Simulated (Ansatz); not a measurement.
Species: CHN, charge 1, doublet. CHN+ (parent SMILES [C-]#[NH+], doublet).
B3LYP-D3(BJ)/def2-TZVP minimum from Ansatz (a program for electronic structure):
```
N
C 1 1.1307
H 1 1.0211 2 180.00
```
Charge +1, spin multiplicity 2.

Total energies in cc-pVQZ, 9 correlated electrons, 2 frozen orbitals. Radicals and triplets start from unrestricted determinants; spin-orbit coupling is neglected. Cores are frozen in correlated methods. No relativity. The UHF reference of CHN+ (parent SMILES [C-]#[NH+], doublet) is spin-contaminated (<S^2> up to 0.28 over the pure value in the sets run). The spin of CHN+ (parent SMILES [C-]#[NH+], doublet) was assumed, and the state is the lowest solution found for it.

| method | program | energy (Eh) | minus CCSDT(Q) (mEh) |
|---|---|---|---|
| HF | Ansatz | -92.50627 | 333.40 |
| MP2 | Ansatz | -92.79860 | 41.07 |
| CCSD | Ansatz | -92.82152 | 18.15 |
| CCSD(T) | Ansatz | -92.83725 | 2.42 |
| CCSDT(Q) | Ansatz | -92.83967 | 0.00 |

Rough core times of Ansatz's runs on a shared machine: CCSD(T) 60 s, CCSDT(Q) 40 min.
